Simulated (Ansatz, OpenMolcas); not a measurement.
## How methods differ on BCl (SMILES [B]Cl)

BCl: 2 atoms, total charge 0, spin state singlet. As SMILES, `[B]Cl`. Geometry: relaxed at GFN2-xTB.

```xyz
2

B     0.0000    0.0000    0.0000
Cl    0.0000    0.0000    1.5785
```

Quantity: the energy change with the B1–Cl2 bond stretched from 1.579 to 3.946 Å, in eV. The values are calculated.

```csv
level,kind,program,value (eV),less FCI/STO-3G
HF/STO-3G (restricted),Hartree–Fock,Ansatz,6.30,+2.06
SVWN5/STO-3G (restricted),LDA,Ansatz,5.01,+0.77
revPBE/STO-3G (restricted),GGA,Ansatz,4.36,+0.12
r2SCAN/STO-3G (restricted),meta-GGA,Ansatz,4.86,+0.62
r2SCAN0/STO-3G (restricted),hybrid meta-GGA,Ansatz,5.44,+1.20
wB97M-V/STO-3G (restricted),range-separated hybrid,Ansatz,5.84,+1.60
"CASPT2(2,2)/STO-3G",multireference,OpenMolcas,4.44,+0.20
CCSDT(Q)/STO-3G (restricted),coupled cluster or CI,Ansatz,4.29,+0.05
CCSDT/STO-3G (restricted),coupled cluster or CI,Ansatz,4.23,-0.01
FCI/STO-3G,exact in the basis,Ansatz,4.24,0.00
```

FCI/STO-3G is exact within its basis and frozen core, so for wave-function methods in that basis the difference is their error; functionals converge differently with the basis, so for them it is only a difference. Spin-restricted single references rise too steeply as a bond breaks, Hartree–Fock most of all. The first shape isn't each level's own minimum. The values span 4.23 to 6.30 eV. All rows use very small basis sets, so even the best lies far from the true value.
